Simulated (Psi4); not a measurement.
# [NO2]− (nitrite) at MP2/6-311++G(2d,2p) (DKH2, fitted SCF)

What is the electrostatic solvation energy at fixed shape (C-PCM, chloroform) of [NO2]− (nitrite) at MP2/6-311++G(2d,2p) (DKH2, fitted SCF)? 

Program for the calculation: Psi4 1.11.

4 further runs of the same task are left out: 4 set aside as unsound or not needed.

## Step 1: The structure to begin with

[NO2]−: 3 atoms, total charge -1, spin state singlet. As SMILES, `O=N[O-]`. The coordinates come from a GFN2-xTB relaxation.

Bond lengths: O1–N2 1.272 Å, N2–O3 1.272 Å. Angles: O1–N2–O3 117.3°.

## Step 2: The energy at MP2/6-311++G(2d,2p) (DKH2, fitted SCF)

no2.xyz

```xyz
3
NO2
O      0.332300     1.015250     0.295330
N      0.330220    -0.248730     0.154080
O     -0.662520    -0.766520    -0.449410
```

calc.py

```python
import psi4

psi4.set_memory('1600 MB')
psi4.set_num_threads(1)
psi4.set_output_file('psi4.out', False)

with open('no2.xyz') as f:
    atoms = ''.join(f.readlines()[2:])
molecule = psi4.geometry('-1 1\n' + atoms + 'symmetry c1\nno_reorient\nno_com')

psi4.set_options({
    'basis': '6-311++G(2d,2p)',
    'scf_type': 'df',
    'mp2_type': 'conv',
    'relativistic': 'dkh',
    'dkh_order': 2,
})

energy_value = psi4.energy('mp2')
print(f'mp2 energy: {energy_value:.10f} Eh')
```

Command:

```console
$ python calc.py
```

psi4.out:

```text
[...]
  Running in c1 symmetry.
[...]
  Nuclear repulsion =   62.188361105263091
[...]
  Multiplicity = 1
[...]
  Nalpha       = 12
  Nbeta        = 12
[...]
    Number of basis functions: 81
[...]
   @DF-RHF iter   1:  -204.15972722957309   -9.75491e-01   6.71525e-03 DIIS/ADIIS
[...]
   @DF-RHF iter  12:  -204.27114223009752   -2.62332e-11   9.20351e-09 DIIS
[...]
    Orbital Energies [Eh]
    ---------------------
    Doubly Occupied:
       1A    -20.341148     2A    -20.341091     3A    -15.512158
       4A     -1.267743     5A     -1.077048     6A     -0.625121
       7A     -0.430035     8A     -0.427057     9A     -0.381133
      10A     -0.216356    11A     -0.189683    12A     -0.160904
[...]
  @DF-RHF Final Energy:  -204.27114223009752
   => Energetics <=
    Nuclear Repulsion Energy =             62.1883611052630911
    One-Electron Energy =                -410.9800538484438448
    Two-Electron Energy =                 144.5205505130832364
    Total Energy =                       -204.2711422300975244
[...]
 Multipole Moments:
 ------------------------------------------------------------------------------------
     Multipole            Electronic (a.u.)      Nuclear  (a.u.)        Total (a.u.)
 ------------------------------------------------------------------------------------
 L = 1.  Multiply by 2.5417464519 to convert [e a0] to [Debye]
 Dipole X            :          0.8487518           -0.6240254            0.2247264
 Dipole Y            :         -0.6389631            0.4700316           -0.1689316
 Dipole Z            :          0.3960634           -0.2911690            0.1048944
 Magnitude           :                                                    0.3000711
[...]
	SCS-MP2 Total Energy (a.u.)        :  -204.95197018481690
	SOS-MP2 Total Energy (a.u.)        :  -204.88975513512850
	SCSN-MP2 Total Energy (a.u.)       :  -204.59963769245232
[...]
	SOS-PI-MP2 Total Energy (a.u.)     :  -204.99285728596701
[...]
	MP2 Total Energy (a.u.)            :  -204.97329813335523
[...]
```

The script printed:

```text
mp2 energy: -204.9732981334 Eh
```

Wall time 8.4 s (1 thread of AMD EPYC 7B13 (Zen 3), shared host); peak memory 0.37 GiB.

## Step 3: A single-point energy at MP2/6-311++G(2d,2p) (DKH2, fitted SCF, C-PCM chloroform)

no2.inp

```
memory 1600 MB

molecule m {
  -1 1
  O      0.332300     1.015250     0.295330
  N      0.330220    -0.248730     0.154080
  O     -0.662520    -0.766520    -0.449410
  units angstrom
  symmetry c1
  no_reorient
  no_com
}

set {
  basis 6-311++G(2d,2p)
  scf_type df
  mp2_type conv
  relativistic dkh
  dkh_order 2
  pcm true
}

pcm = {
  Units = Angstrom
  Medium {
    SolverType = CPCM
    Solvent = Chloroform
  }
  Cavity {
    Type = GePol
    RadiiSet = Bondi
    Scaling = True
    Area = 0.3
    Mode = Implicit
  }
}

energy_value, wavefunction = energy("mp2", return_wfn=True)
```

Command:

```console
$ psi4 no2.inp no2.out -n 1
```

no2.out:

```text
[...]
  Running in c1 symmetry.
[...]
  Nuclear repulsion =   62.188361105263091
[...]
  Multiplicity = 1
[...]
  Nalpha       = 12
  Nbeta        = 12
[...]
    Number of basis functions: 81
[...]
   @DF-RHF iter   1:  -204.24961236954960   -1.06532e+00   6.67714e-03 ADIIS/DIIS
[...]
   @DF-RHF iter  12:  -204.35885246749555   -1.78773e-11   7.89423e-09 DIIS
[...]
    Orbital Energies [Eh]
    ---------------------
    Doubly Occupied:
       1A    -20.513860     2A    -20.513803     3A    -15.684022
       4A     -1.441454     5A     -1.250789     6A     -0.798723
       7A     -0.603934     8A     -0.600784     9A     -0.554496
      10A     -0.390810    11A     -0.364608    12A     -0.335034
[...]
  @DF-RHF Final Energy:  -204.35885246749555
   => Energetics <=
    Nuclear Repulsion Energy =             62.1883611052630911
    One-Electron Energy =                -411.0654033992717586
    Two-Electron Energy =                 144.6062057671605601
    PCM Polarization Energy =              -0.0880159406474454
    Total Energy =                       -204.3588524674955522
[...]
 Multipole Moments:
 ------------------------------------------------------------------------------------
     Multipole            Electronic (a.u.)      Nuclear  (a.u.)        Total (a.u.)
 ------------------------------------------------------------------------------------
 L = 1.  Multiply by 2.5417464519 to convert [e a0] to [Debye]
 Dipole X            :          0.8934272           -0.6240254            0.2694018
 Dipole Y            :         -0.6725386            0.4700316           -0.2025070
 Dipole Z            :          0.4169172           -0.2911690            0.1257482
 Magnitude           :                                                    0.3597208
[...]
	SCS-MP2 Total Energy (a.u.)        :  -205.03775437873199
	SOS-MP2 Total Energy (a.u.)        :  -204.97579522265156
	SCSN-MP2 Total Energy (a.u.)       :  -204.68599681160040
[...]
	SOS-PI-MP2 Total Energy (a.u.)     :  -205.07861901517754
[...]
	MP2 Total Energy (a.u.)            :  -205.05884889836693
[...]
```

Run time: 5.7 s. Hardware: 1 thread of AMD EPYC 7B13 (Zen 3), shared host; peak memory 0.38 GiB.

## Step 4: Summary of results

Level: MP2/6-311++G(2d,2p) (DKH2, fitted SCF).

| quantity | value |
| --- | --- |
| gas phase: total energy | -204.97330 Eh |
| gas phase: HOMO energy (Hartree–Fock orbitals) | -4.38 eV |
| gas phase: LUMO energy (Hartree–Fock orbitals) | 8.22 eV |
| gas phase: HOMO–LUMO gap (to an unbound level, set by the basis) | 12.59 eV |
| gas phase: correlation energy | -702.2 mEh |
| C-PCM, chloroform: total energy | -205.05885 Eh |
| C-PCM, chloroform: HOMO energy (Hartree–Fock orbitals) | -9.12 eV |
| C-PCM, chloroform: LUMO energy (Hartree–Fock orbitals) | 4.37 eV |
| C-PCM, chloroform: HOMO–LUMO gap (to an unbound level, set by the basis) | 13.49 eV |
| C-PCM, chloroform: correlation energy | -700.0 mEh |
| C-PCM, chloroform: solvent term in the energy | -231.1 kJ/mol |
| energy change from gas to solvent at fixed shape | -2.328 eV |

What this shows: The solvent model (C-PCM, chloroform) lowers the energy by 2.33 eV (−54 kcal/mol) at the same shape. It holds the electrostatic part alone, without cavity or dispersion terms.
